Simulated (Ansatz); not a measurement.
Geometry optimisation, RKS r2SCAN-D4/def2-SVP (Ansatz).

Input file:

```yaml
crystal:
  periodic: [false, false, false]
  atoms:
    - { symbol: Al, position_ang: [0.0, 0.0, 0.0] }
    - { symbol: C, position_ang: [1.4047, 0.0, 1.654] }
    - { symbol: H, position_ang: [0.4051, -0.3092, 2.0245] }
    - { symbol: H, position_ang: [2.1723, -0.7111, 2.0245] }
    - { symbol: H, position_ang: [1.6368, 1.0203, 2.0245] }
    - { symbol: H, position_ang: [1.7519, 0.0, 0.1685] }
    - { symbol: F, position_ang: [-1.4635, 0.0, -0.845] }
basis:
  gaussian: { orbitals: def2-SVP }
hamiltonian:
  xc: r2scan
  dispersion: d4
relax:
  f_tol: 0.15
  max_steps: 25
  restrain:
    - { distance: [1, 5], at: 2.31, k: 30.0 }
    - { distance: [0, 1], at: 1.97, k: 30.0 }
    - { distance: [0, 5], at: 1.56, k: 30.0 }
output:
  orbitals: {}
```

Run as:

```bash
$ ansatz run input.yaml --threads 1 --pin off --max-ram 2048MiB --backend cpu --events-out ev --progress --plain --runs-dir out
```

**Question.** Where does it end, and by what steps?

**Answer.** The forces met the threshold. The restraints hold the end off the free minimum; the threshold counts their pulls, which the force column leaves out. Restrained pairs: C2–H6 (1.53 → 2.37 Å), Al1–C2 (2.17 → 1.94 Å), Al1–H6 (1.76 → 1.55 Å). After 9 steps the energy has fallen by 3.975 eV (the restraints' own energy left out); H3 moved furthest, 0.78 Å.

```csv
step,energy less start (eV),largest force component (eV/Å),accepted
0,0.0000,3.807,yes
1,0.2263,2.223,yes
2,-0.9049,3.230,yes
3,-2.4112,2.735,yes
4,-3.3738,3.777,yes
5,-3.9940,1.960,yes
6,-3.9763,1.828,yes
7,-3.9931,1.793,yes
8,-3.9745,1.733,yes
9,-3.9747,1.725,yes
```

```xyz
7
Properties=species:S:1:pos:R:3
Al 0.321 0.006 0.025
C 1.025 -0.040 1.828
H 0.511 -0.180 2.791
H 1.807 -0.814 1.727
H 1.574 0.918 1.859
H 1.797 0.209 -0.404
F -1.128 -0.099 -0.775
```

Run time: 18 s on 1 thread of Intel(R) Xeon(R) 6975P-C (Granite Rapids), with other jobs on the host, peak memory 0.17 GiB.
